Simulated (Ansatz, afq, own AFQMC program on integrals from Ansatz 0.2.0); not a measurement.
# Where AFQMC and coupled cluster stand for B2, triplet

```xyz
2

B     0.0000    0.0000    0.0000
B     0.0000    0.0000    2.4630
```

Basis cc-pVDZ. Noble-gas cores (and the filled d shells of Ga–Kr and In–Xe) are frozen. AFQMC by an in-house program on the Cholesky factors that Ansatz 0.2.0 writes for its CCSD(T) run. ph-AFQMC/CISD is guided by a CISD state made of CCSD amplitudes; releasing the constraint for a short imaginary time cuts its bias at the price of noise, slowly where states lie close. Error bars are statistical, one sigma.

Determinant: UHF, the one that the program's search chose, which needn't be the lowest solution. The geometry is a point of a scan.

Full CI on the same integrals is exact in this basis and with this determinant's frozen core.

Cautions: lower spins were not checked; the search met a lower determinant of the same kind, perhaps of another symmetry (211 meV lower), and this one is a saddle point; unrestricted determinant slightly spin contaminated (⟨S²⟩ 2.05 against 2.00); the CCSD(T) amplitudes may be one of several solutions (largest double 0.17); the CCSDT(Q) amplitudes may be one of several solutions (largest double 0.20); the CCSDTQ amplitudes may be one of several solutions (largest double 0.20); the released energies have errors that jump between times, so the bars are unsure, so no released level is given (meV from the phaseless value at times in 1/Eh: -18 ± 3 at 0.24, 850 ± 872 at 0.51, -48 ± 3 at 0.99, 88 ± 130 at 1.62, -235 ± 171 at 2.40).

- T1 diagnostic: 0.0326
- weight of the determinant in the CISD state: 0.836
- ⟨S²⟩ of the determinant: 2.054
- size of the correlated space: 6 electrons in 26 orbitals

```csv
level,correlation energy (eV)
MP2,-2.6991
CCSD,-3.9454
CCSD(T),-4.1458
```

Task: Estimate where phaseless AFQMC with a CISD trial lies against CCSD(T) on the same integrals.

Result: 0.59 ± 0.10 mEh above CCSD(T).

Reference: full CI, correlation energy -4.242 eV.

```json
{"level": "CCSD(T)", "E − E(reference) (mEh)": "3.55", "share of correlation (%)": "97.72"}
{"level": "CCSDT", "E − E(reference) (mEh)": "0.54", "share of correlation (%)": "99.65"}
{"level": "CCSDT(Q)", "E − E(reference) (mEh)": "0.06", "share of correlation (%)": "99.96"}
{"level": "CCSDTQ", "E − E(reference) (mEh)": "0.00", "share of correlation (%)": "100.00"}
{"level": "ph-AFQMC/HF", "E − E(reference) (mEh)": "17.37 ± 1.33", "share of correlation (%)": "88.86"}
{"level": "ph-AFQMC/CISD", "E − E(reference) (mEh)": "4.14 ± 0.10", "share of correlation (%)": "97.34"}
```

CCSDT and higher add their correlation energy to the determinant of the CCSD(T) run, since their own runs factorise the integrals more tightly (a shift of under 2 meV).
